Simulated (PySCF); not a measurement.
A GIAO shielding run with PySCF 2.14 (density fitting, non-relativistic, gas phase) on tetrahydrofuran (SMILES C1CCCO1):

```
{"job": {"kind": "nmr", "xc": "PBE0", "basis": "pcSseg-1"}, "charge": 0, "multiplicity": 1}
C     -0.902973     0.363425    -0.463280
C      0.415718     0.992863    -0.020391
C      1.312347    -0.239712     0.098006
O      0.473846    -1.323755     0.464985
C     -0.886641    -0.948981     0.320376
H     -0.884898     0.164896    -1.535646
H     -1.772513     0.973056    -0.229593
H      0.297441     1.469655     0.953403
H      0.806543     1.720730    -0.727327
H      2.093066    -0.131706     0.855957
H      1.789050    -0.469115    -0.865653
H     -1.418057    -1.758675    -0.186658
H     -1.327316    -0.812196     1.318093
```

Hardware: 1 thread of an x86-64 server CPU, shared host. The job also computes population analyses, field gradients, ring-centre shieldings.

**Question.** How large is the calculation?

**Answer.** 40 electrons, 125 basis functions and 645 auxiliary functions.

**Question.** How long does it take?

**Answer.** 11 s of wall time, with 12 SCF cycles and 4 response iterations. Times on a shared host scatter by some tens of per cent.

**Question.** And these other runs on the same molecule and hardware: spin–spin coupling at B3LYP/pcJ-1?

**Answer.** B3LYP/pcJ-1: 215 functions, 21 s.
